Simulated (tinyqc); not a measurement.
Orbital energy against energy difference: ionisation energy by orbital energies and by energy differences in the 6-31g* basis, for H2O, spin multiplicity 1. Computed by the program tinyqc with PySCF. Command: `OMP_NUM_THREADS=1 python tinyqc.py 115148 115149 out.jsonl`; one thread of a shared host (Intel(R) Xeon(R) Processor @ 2.60GHz), about 10 s.

Geometry (angstrom):
```
atom       x        y       z
O     0.0000   0.0000  0.0000
H     0.0000   0.7220  0.5480
H     0.0000  -0.7220  0.5480
```

CCSD(T) difference in the same basis = 12.2218 eV

IP-EOM-CCSD = 12.0458 eV

The cation is unrestricted; errors are against CCSD(T) in this basis, not against experiment.

First vertical ionisation energy (eV):
```
method     -e(HOMO)  E(cation) - E  error of -e(HOMO)  error of the difference
HF           13.640       11.06977              1.418                   -1.152
LDA           6.394       12.92230             -5.828                    0.700
PBE           6.297       12.56938             -5.925                    0.348
B3LYP         8.023       12.61551             -4.198                    0.394
PBE0          8.397       12.49890             -3.825                    0.277
CAM-B3LYP     9.920       12.61283             -2.301                    0.391
LC-wPBE      11.388       12.66014             -0.834                    0.438
```

Koopmans errs by +1.42 eV and Delta-HF by -1.15 eV: relaxation, 2.57 eV, lowers the value and the missing correlation difference works against it. The PBE level is off by -5.9 eV through the wrong tail of its potential, though its energy difference is off by +0.35 eV; exact exchange deepens the level, and among the orbital energies LC-wPBE comes closest; among the differences PBE0 does.
